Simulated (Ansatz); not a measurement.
We consider 1T (CdI2-type) HfS2, described by PBE-D4 (plane waves, PAW; Ansatz, a program for electronic structure).

Rigid layers of the crystal as relaxed at this level are moved apart or together:

```csv
run,k mesh,layer repeat (Å),energy against free layers (meV/Å²),gap on the mesh (eV)
1,12×12×6,5.54,-14.49,0.605
2,12×12×6,5.69,-16.64,0.780
3,12×12×6,5.84,-17.31,0.943
4,12×12×6,6.04,-16.81,1.085
5,12×12×6,6.34,-14.67,1.112
6,12×12×6,6.84,-10.43,1.151
7,12×12×6,7.84,-4.74,1.193
8,12×12×4,9.84,-1.22,1.210
```

The lowest energy of these points lies at a layer repeat of 5.84 Å.

Spin–orbit coupling is not included.
